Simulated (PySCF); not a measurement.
```yaml
atoms:
  - { symbol: O, position_ang: [-0.0056, 1.1069, -0.2208] }
  - { symbol: O, position_ang: [0.0001, 0.0052, 0.4485] }
  - { symbol: O, position_ang: [-0.0053, -1.1027, -0.2370] }
```

Basis set: cc-pVTZ (spherical functions). Correlated methods keep 3 orbitals frozen. Charge 0, multiplicity 1.

Starred EOM-CCSD(T)(a) on the restricted Hartree–Fock determinant with PySCF 2.14.0; the energies are vertical.

(1) The solver was asked for the few lowest roots only. Give the ionization energies of singlet O₃ among them whose weight of singles is over 0.7.

Answers

(1)

| root | energy (eV) | weight of singles |
| --- | --- | --- |
| 1 | 12.57 | 0.95 |
| 2 | 12.68 | 0.95 |
| 3 | 13.26 | 0.94 |

Higher main lines weren't sought.
